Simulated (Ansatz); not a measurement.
# SiPH4 (SMILES [SiH2]P) at 5 levels

We compute a comparison of 5 runs (U-r2SCAN/STO-3G, U-revPBE/STO-3G, U-wB97M-V/STO-3G, UB2PLYP/STO-3G, UPBE/STO-3G) of SiPH4. 

Program for the calculation: Ansatz 0.2.0.

47 further runs of the same task are left out: 47 set aside as unsound or not needed.

**1. The system as given**

SiPH4: 6 atoms, total charge 0, spin state doublet. As SMILES, `[SiH2]P`. The H3–Si1 distance was set to 1.833 Å, away from the relaxed value.

Bond lengths: Si1–P2 2.220 Å, Si1–H4 1.466 Å, P2–H5 1.384 Å, P2–H6 1.384 Å. Angles: Si1–P2–H5 96.4°, Si1–P2–H6 96.4°, P2–Si1–H4 109.7°, H5–P2–H6 92.6°. A long bond or contact: Si1–H3 1.833 Å.

**2. The energy at U-r2SCAN/STO-3G (run 1)**

run.yaml reads:

```yaml
crystal:
  periodic: [false, false, false]
  atoms:
    - {symbol: Si, position_ang: [0.233923, -0.801488, -0.402784]}
    - {symbol: P, position_ang: [-0.231767, 1.354632, -0.155904]}
    - {symbol: H, position_ang: [-0.300620, -1.724700, 1.087920]}
    - {symbol: H, position_ang: [-0.472357, -1.329678, -1.574424]}
    - {symbol: H, position_ang: [0.541583, 1.801782, -1.213424]}
    - {symbol: H, position_ang: [0.763753, 1.622612, 0.768006]}
basis:
  gaussian: {orbitals: STO-3G}
magnetization: {spin_polarized: true, initial_magnetization: 1}
hamiltonian: {xc: {name: r2SCAN}}
accuracy: high
```

Started as:

```sh
$ ansatz run run.yaml --threads 1 --pin off --max-ram 2610MiB --events-out events.jsonl --progress --plain --runs-dir runs
```

The log of the run:

```text
Warning: RAYON_NUM_THREADS=1 ignored (pool sized by the plan → 1); use --threads N
Functional definition: r2SCAN
  name "r2SCAN"
  parameter k0 = 0.174
  parameter k1 = 0.065
  parameter a1 = 4.9479
  exchange = r2scan_x(k0 = k0, k1 = k1, a1 = a1)
  correlation = r2scan_c
390 factors; integrals over basis functions are off by at most 4.1e-9 eV
mean field evaluation 1: about -17029.9522 eV, gradient 1.0e1 eV
mean field evaluation 2: about -17029.7440 eV, gradient 1.1e1 eV
mean field evaluation 4: about -17030.9637 eV, gradient 6.0e-1 eV
mean field evaluation 8: about -17030.9037 eV, gradient 1.1e-2 eV
mean field evaluation 16: about -17030.9037 eV, gradient 1.6e-5 eV
mean field -17030.90366444 eV, -625.8741657072 hartree, gradient 1.8e-8 eV, S^2 0.751192; 0 other end points of the search recorded, 0 dependent functions left out
reference -17030.90366543 eV, -625.8741657434 hartree; 17, 16 occupied and 5, 6 virtual orbitals, 390 factors
Total energy: -17030.90366543 eV, -625.8741657434 hartree
```

It took 3.6 s on 1 thread of AMD EPYC 9R14 (Zen 4), shared host; peak memory 0.27 GiB.

**3. A single-point energy at U-revPBE/STO-3G (run 2)**

in.yaml reads:

```yaml
crystal:
  periodic: [false, false, false]
  atoms:
    - symbol: Si
      position_ang: [0.233923, -0.801488, -0.402784]
    - symbol: P
      position_ang: [-0.231767, 1.354632, -0.155904]
    - symbol: H
      position_ang: [-0.300620, -1.724700, 1.087920]
    - symbol: H
      position_ang: [-0.472357, -1.329678, -1.574424]
    - symbol: H
      position_ang: [0.541583, 1.801782, -1.213424]
    - symbol: H
      position_ang: [0.763753, 1.622612, 0.768006]
basis:
  gaussian: {orbitals: STO-3G}
hamiltonian: {xc: {name: revPBE}}
magnetization: {spin_polarized: true, initial_magnetization: 1}
accuracy: high
```

Started as:

```sh
$ ansatz run in.yaml --threads 1 --pin off --max-ram 2610MiB --events-out events.jsonl --progress --plain --runs-dir runs
```

The log of the run:

```text
Warning: RAYON_NUM_THREADS=1 ignored (pool sized by the plan → 1); use --threads N
Functional definition: revPBE
  name "revPBE"
  parameter kappa = 1.245
  parameter beta = 0.06672455060314922
  exchange = pbe_x(kappa = kappa, mu = beta*pi^2/3)
  correlation = pbe_c(beta = beta)
390 factors; integrals over basis functions are off by at most 4.1e-9 eV
mean field evaluation 1: about -17027.5427 eV, gradient 1.2e1 eV
mean field evaluation 2: about -17026.8315 eV, gradient 1.4e1 eV
mean field evaluation 4: about -17028.7439 eV, gradient 8.0e-1 eV
mean field evaluation 8: about -17028.6851 eV, gradient 6.6e-3 eV
mean field evaluation 16: about -17028.6851 eV, gradient 1.5e-6 eV
mean field -17028.68509616 eV, -625.7926348267 hartree, gradient 2.2e-8 eV, S^2 0.750876; 0 other end points of the search recorded, 0 dependent functions left out
reference -17028.68509861 eV, -625.7926349165 hartree; 17, 16 occupied and 5, 6 virtual orbitals, 390 factors
Total energy: -17028.68509861 eV, -625.7926349165 hartree
```

Wall time 1.4 s (1 thread of AMD EPYC 9R14 (Zen 4), shared host); peak memory 0.16 GiB.

Runs 3 to 4 aren't shown in full; the table further down has their settings and results.

**4. A single-point energy at UPBE/STO-3G (run 5)**

run.yaml reads:

```yaml
crystal:
  periodic: [false, false, false]
  atoms:
    - symbol: Si
      position_ang: [0.233923, -0.801488, -0.402784]
    - symbol: P
      position_ang: [-0.231767, 1.354632, -0.155904]
    - symbol: H
      position_ang: [-0.300620, -1.724700, 1.087920]
    - symbol: H
      position_ang: [-0.472357, -1.329678, -1.574424]
    - symbol: H
      position_ang: [0.541583, 1.801782, -1.213424]
    - symbol: H
      position_ang: [0.763753, 1.622612, 0.768006]
basis:
  gaussian:
    orbitals: STO-3G
magnetization:
  spin_polarized: true
  initial_magnetization: 1
hamiltonian:
  xc: pbe
accuracy: high
```

Started as:

```sh
$ ansatz run run.yaml --threads 1 --pin off --max-ram 2610MiB --events-out events.jsonl --progress --plain --runs-dir runs
```

The log of the run:

```text
Warning: RAYON_NUM_THREADS=1 ignored (pool sized by the plan → 1); use --threads N
Functional definition: PBE
  name "PBE"
  parameter kappa = 0.804
  parameter beta = 0.06672455060314922
  exchange = pbe_x(kappa = kappa, mu = beta*pi^2/3)
  correlation = pbe_c(beta = beta)
390 factors; integrals over basis functions are off by at most 4.1e-9 eV
mean field evaluation 1: about -17021.7217 eV, gradient 1.1e1 eV
mean field evaluation 2: about -17021.0373 eV, gradient 1.3e1 eV
mean field evaluation 4: about -17022.8529 eV, gradient 8.1e-1 eV
mean field evaluation 8: about -17022.7940 eV, gradient 6.2e-3 eV
mean field evaluation 16: about -17022.7940 eV, gradient 1.4e-6 eV
mean field -17022.79404610 eV, -625.5761427299 hartree, gradient 1.8e-8 eV, S^2 0.750764; 0 other end points of the search recorded, 0 dependent functions left out
reference -17022.79404806 eV, -625.5761428021 hartree; 17, 16 occupied and 5, 6 virtual orbitals, 390 factors
Total energy: -17022.79404806 eV, -625.5761428021 hartree
```

Run time: 1.5 s. Hardware: 1 thread of AMD EPYC 9R14 (Zen 4), shared host; peak memory 0.15 GiB.

**5. Overview of the runs**

| run | level | frozen core orbitals | energy (Eh) | ⟨S²⟩ | wall time |
| --- | --- | --- | --- | --- | --- |
| 1 | U-r2SCAN/STO-3G | – | -625.874166 | 0.751 | 3.6 s |
| 2 | U-revPBE/STO-3G | – | -625.792635 | 0.751 | 1.4 s |
| 3 | U-wB97M-V/STO-3G | – | -625.952323 | 0.751 | 15 s |
| 4 | UB2PLYP/STO-3G | 10 | -625.604144 | 0.752 | 1.8 s |
| 5 | UPBE/STO-3G | – | -625.576143 | 0.751 | 1.5 s |

**6. Results**

| quantity | value |
| --- | --- |
| run 5: total energy | -625.57614 Eh |
| run 5: ⟨S²⟩ | 0.751 |

In words: Totals of different functionals can't be ranked against each other. In runs 1, 2, 3, 4, 5 the basis is minimal, so the values are rough. All runs together took 23 s, the longest 15 s.
